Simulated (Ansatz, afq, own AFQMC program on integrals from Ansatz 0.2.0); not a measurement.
AFQMC on a folder of integrals that Ansatz 0.2.0 wrote.

```yaml
crystal:
  periodic: [false, false, false]
  atoms:
    - {symbol: N, position_ang: [0.000000, 0.000000, 0.000000]}
    - {symbol: N, position_ang: [0.000000, 0.000000, 1.515000]}
basis:
  gaussian: {orbitals: 6-31G}
magnetization: {spin_polarized: true, initial_magnetization: 2}
correlation: {method: ccsd_t, electrons: outside_noble_gas, hamiltonian_folder: ham}
```

```sh
$ ansatz run in.yaml --threads 1 --pin off --events-out ev --progress --plain --max-ram 24576MiB --backend cuda --devices 0, --max-vram 18GiB
```

afq runs on the folder ham with

```
--method phaseless --trial cisd --walkers 4000 --populations 20 --least-time 60 --time-step 0.005 --steps-per-block 50 --equilibration-blocks 28 --max-blocks 4000 --target-error 0.00019 --factor-cut 1e-05 --start spin_pure --seed 5482 --release-times 0.24,0.51,0.99,1.62,2.4 --release-step 0.03 --release-every 3 --taylor-order 6
```

Times are imaginary, in 1/Eh. The walk had a cap of 122 s. With eight or more populations the least sampling time is a fifth of least-time, and the error comes from their spread.

Log:

```
orbitals 16  electrons 6 4  factors 91 of 267
reference energy -108.68068253 Eh
CCSD correlation -0.18642098 Eh in 21 cycles, weight of the determinant in the CISD state 0.5204
energy of the start -108.828411 Eh
 block  time / (1/Eh)  mean weight  energy / Eh
     1     0.250  1.0002  -108.846265
     2     0.500  1.0001  -108.856792
     3     0.750  1.0001  -108.863627
     4     1.000  1.0000  -108.869172
     5     1.250  0.9998  -108.873235
     7     1.750  1.0001  -108.875110
     9     2.250  0.9999  -108.875276
    19     4.750  1.0001  -108.880080
    37     9.250  0.9999  -108.877730
    55    13.750  0.9999  -108.883152
    73    18.250  0.9999  -108.882266
    91    22.750  1.0000  -108.885389
   109    27.250  1.0002  -108.886877
   127    31.750  1.0001  -108.886031
   145    36.250  1.0000  -108.884475
   163    40.750  1.0001  -108.888430
   181    45.250  1.0000  -108.886930
   199    49.750  0.9999  -108.886814
   217    54.250  1.0002  -108.885570
   235    58.750  1.0000  -108.884776
   253    63.250  1.0000  -108.887004
   271    67.750  0.9999  -108.883796
   280    70.000  0.9999  -108.889313
   289    72.250  1.0001  -108.885874
   307    76.750  0.9999  -108.887631
   316    79.000  0.9998  -108.882137
   325    81.250  1.0000  -108.883714
   343    85.750  1.0002  -108.884214
   361    90.250  1.0001  -108.884593
   379    94.750  1.0003  -108.884322
   397    99.250  1.0000  -108.885246
error from the spread of 20 populations
released: time / (1/Eh)  energy / Eh  error  mean overlap
  0.24  -108.890862  0.005027  0.9998
  0.51  -108.886633  0.000466  0.9997
  0.99  -108.887526  0.000253  1.0016
  1.62  -108.888123  0.000294  1.0037
  2.40  -108.888532  0.000397  1.0078
energy -108.885039 +/- 0.000232 Eh
(rows thinned)
```

The run passed its tests (sampling time, drift between the halves within three errors, error under three times the target), which doesn't prove that it has relaxed, ending at its cap on processor time.

Against this walk (error 6.3 meV) on the same determinant: CCSD(T) 30.3 meV lower, CCSDT(Q) 340.5 meV lower, CCSDTQ 228.6 meV lower, full CI 230.1 meV lower. The error is statistical and leaves out the bias of the constraint. The determinant has ⟨S²⟩ = 2.82, so the low cluster orders mix in higher spin, while the walk starts as a pure triplet. The released energies have errors that jump between times, so the bars are unsure (meV from the phaseless value at times in 1/Eh: -158 ± 137 at 0.24, -43 ± 13 at 0.51, -68 ± 7 at 0.99, -84 ± 8 at 1.62, -95 ± 11 at 2.40), so they give no level; they do show a bias of the constraint, and the last of them that isn't too noisy lies 135 meV above full CI. Full CI is exact here, so the walk's 230 meV above it is the walk's own error: the bias of the constraint with this trial. The determinant is a poor start (see the cautions), so the low cluster orders aren't to be relied on, and full CI is the sure value.

Cautions: constraint bias not in the error; error above the target (6.3 against 5.2 meV); lower spins were not checked; strong correlation (T1 0.106, weight of the determinant 0.52, largest double 0.50); (T) is large, 10 % of the CCSD correlation; (Q) is large, 123 meV, so the cluster series hasn't closed; unrestricted determinant spin contaminated (⟨S²⟩ 2.82 against 2.00); the CCSD(T) amplitudes may be one of several solutions (largest double 0.50); the CCSDT(Q) amplitudes may be one of several solutions (largest double 1.16); the CCSDTQ amplitudes may be one of several solutions (largest double 1.16).

The walk took 2 min on 1 × NVIDIA H100 80GB HBM3 with 2 threads of AMD EPYC 7R13 Processor (Zen 3), with other jobs on the host (the card was shared). The log's last line is the phaseless energy.

CCSDT and higher add their correlation energy to the determinant of the CCSD(T) run, since their own runs factorise the integrals more tightly (a shift of under 2 meV).
